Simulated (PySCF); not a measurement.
Stepwise substitution at one centre (Al F-CH3). Gas-phase values, no solvent. Strings in code marks are SMILES.

The four lowest singlet excitations (Tamm–Dancoff). The numbers are results of PBE-D3(BJ)/def2-TZVP // B3LYP-D3(BJ)/def2-TZVP (PySCF 2.14.0), not measurements. Excitations are Tamm–Dancoff values on a coarser integration grid. The basis has no diffuse functions, so Rydberg states are missing or too high.

| state | energy (eV) | wavelength (nm) | oscillator strength |
|---|---|---|---|
| S1 | 7.28 | 170 | 0.000 |
| S2 | 7.76 | 160 | 0.000 |
| S3 | 7.77 | 160 | 0.000 |
| S4 | 8.04 | 154 | 0.052 |

Problem. Which member gives these states?
(A) `[CH3][Al]([F])[F]`
(B) `[F][Al]([F])[F]`
(C) `[CH3][Al]([CH3])[F]`
(D) `[CH3][Al]([CH3])[CH3]`

Solution. B, `[F][Al]([F])[F]`
